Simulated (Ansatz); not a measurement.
A basis-limit estimate, worked out

An elementary step of AlH3SO, singlet (AlH₃SO ([OH][AlH][SH]) → AlHO ([OH][Al]) + H₂S; bonds formed: S2–H3; bonds broken: Al1–S2, Al1–H3). “Start” is the structure reached by relaxing down from the saddle towards the reactants; PBE0-D4/def2-TZVP structures. The saddle:

```tsv
atom	x (Å)	y (Å)	z (Å)
Al1	-0.3871	0.2349	0.8922
S2	1.1856	0.2887	-1.0602
H3	0.9300	1.2055	0.4495
O4	-1.8475	-0.4846	0.4211
H5	2.0958	-0.3195	-0.2827
H6	-1.9767	-0.9249	-0.4200
```

Computed with Ansatz 0.2.0 (basis: def2-TZVPP and def2-QZVPP); correlated methods freeze the cores.

Energies in eV:

| quantity | saddle | start |
| --- | --- | --- |
| Hartree–Fock, triple zeta (X = 3) | -19485.54045 | -19489.32400 |
| Hartree–Fock, quadruple zeta (X = 4) | -19486.14957 | -19489.93176 |
| MP2 correlation, X = 3 | -14.31639 | -13.58958 |
| MP2 correlation, X = 4 | -15.47669 | -14.74307 |
| CCSD(T) correlation, X = 3 | -15.73206 | -14.93063 |

Q: Work out the barrier at the basis limit: extrapolate Hartree–Fock as E(X) = E∞ + A exp(−7.88 √X) and the MP2 correlation as E(X) = E∞ + B X^−2.97 (the exponents that Neese and Valeev fitted for def2-TZVPP and QZVPP), then add CCSD(T) − MP2 in triple zeta.

A: Each step is linear, so take the differences first (saddle − start): Hartree–Fock 3.78355 (X = 3) and 3.78219 (X = 4); MP2 correlation -0.72681 and -0.73362; CCSD(T) correlation -0.80143.
Two points give E∞ = E(4) + w [E(4) − E(3)], with w = 1/(exp(7.88 (2 − √3)) − 1) = 0.1377 for Hartree–Fock and w = 1/((4/3)^2.97 − 1) = 0.7407 for the correlation.
Hartree–Fock: 3.78219 + 0.1377 × (-0.00136) = 3.7820 eV.
MP2 correlation: -0.73362 + 0.7407 × (-0.00681) = -0.7387 eV.
CCSD(T) − MP2: -0.80143 − (-0.72681) = -0.0746 eV.
Sum: 3.7820 + (-0.7387) + (-0.0746) = 2.9687 eV, or 68.46 kcal/mol. Plain CCSD(T) in triple zeta gives 2.9821 eV, so the larger basis shifts the result by -0.0134 eV.

T1 diagnostic: at most 0.019. The restricted Hartree–Fock reference is unstable towards an unrestricted one at one or more of these structures. A large double-excitation amplitude points to some diradical character; no triplet was computed.

Labels in which every atom is bracketed show which atoms are joined, not bond orders.

For scale, one of the runs: CCSD(T)/def2-TZVPP, 157 basis functions, launched by `ansatz run in.yaml --threads 2 --pin off --events-out ev --progress --plain --max-ram 4352MiB`. Time: 9.5 s of wall clock on 2 CPU threads of an Intel Xeon Platinum 8375C; the host was shared. Peak host memory: 1 GiB.
